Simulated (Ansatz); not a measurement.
Two isomers of C5H7F: A = `FC1=CCCC1`, B = `C=C=C(F)CC`.

Computed with Ansatz on PBE0-D4/def2-TZVP structures; ΔE is electronic, products minus reactants. CCSD(T)/CBS is the MP2 limit (def2-TZVPP, def2-QZVPP) plus CCSD(T) − MP2 in def2-TZVPP, frozen cores. DFT in def2-TZVPP. One conformer a species, not always the lowest.

A:

```xyz
13

F     0.7691   -2.4677   -0.4554
C     0.2874   -1.2427   -0.2407
C    -0.9733   -0.8694   -0.3946
C    -1.1295    0.5660    0.0100
C     0.3258    1.0710    0.1201
C     1.2014   -0.1828    0.2697
H    -1.7806   -1.5159   -0.7114
H    -1.7086    1.1510   -0.7097
H    -1.6587    0.6423    0.9681
H     0.5957    1.5850   -0.8049
H     0.4632    1.7801    0.9370
H     1.4754   -0.3883    1.3116
H     2.1328   -0.1285   -0.2998
```

B:

```xyz
13

C     1.855    1.610   -1.273
C     1.176    0.584   -0.853
C     0.491   -0.424   -0.394
F     0.388   -1.555   -1.131
C    -0.241   -0.500    0.899
C    -1.742   -0.689    0.717
H     2.913    1.720   -1.049
H     1.393    2.392   -1.869
H     0.172   -1.337    1.474
H    -0.031    0.411    1.462
H    -1.956   -1.593    0.145
H    -2.237   -0.778    1.686
H    -2.180    0.159    0.186
```

(1) Which isomer does CCSD(T)/CBS put lower? Give the gap. (An estimate is asked.)

(2) Give E(B) − E(A) in kcal/mol with CCSD(T)/def2-TZVPP, PBE-D4, CCSD/def2-TZVPP, HF/def2-TZVPP, B2PLYP, MP2/def2-TZVPP, PBE0-D4. (Best estimate.)

Largest T1 diagnostic: 0.012.

Answers

(1) Ansatz gave: A, by 30.2 kcal/mol.

(2) Computed: CCSD(T)/def2-TZVPP 30.2, PBE-D4 28.3, CCSD/def2-TZVPP 30.7, HF/def2-TZVPP 28.7, B2PLYP 27.4, MP2/def2-TZVPP 32.8, PBE0-D4 32.4. None reverses the order clearly.

In def2-TZVPP, CCSD(T) changes the Hartree–Fock value by +1.5 kcal/mol (the triples alone add −0.5 kcal/mol) and MP2 by +4.1 kcal/mol. From PBE to PBE0 (25 % exact exchange), in def2-TZVPP and without D4, E(B) − E(A) moves by +4.3 kcal/mol.
